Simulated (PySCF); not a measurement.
Homolysis of single bonds, series cyclopropyl-X. All species are isolated molecules in the gas phase. One relaxed conformer stands for each flexible species; it need not be the lowest. Strings in code marks are SMILES.

The highest occupied spin orbital from two functionals at the same geometries (TPSSh-D3(BJ)/def2-TZVP), both in PySCF: PBE-D3(BJ)/def2-TZVP and TPSSh-D3(BJ)/def2-TZVP. 

```tsv
species	PBE-D3(BJ)/def2-TZVP (eV)
radical fragment (`[F]`)	-10.14
radical fragment (`[O]C1CC1`)	-5.55
radical fragment (`[SH]`)	-6.12
radical fragment (`[S]C1CC1`)	-5.18
```

**Question.** What does TPSSh-D3(BJ)/def2-TZVP give for each?

**Answer.** 
- radical fragment (`[F]`): -11.25
- radical fragment (`[O]C1CC1`): -6.20
- radical fragment (`[SH]`): -6.76
- radical fragment (`[S]C1CC1`): -5.79
Over these rows, drawn at random from the members with no instability flagged (it was tested for open shells, ions and some series alone), PBE minus TPSSh-D3(BJ): mean +0.75 eV, from +0.61 eV to +1.11 eV.
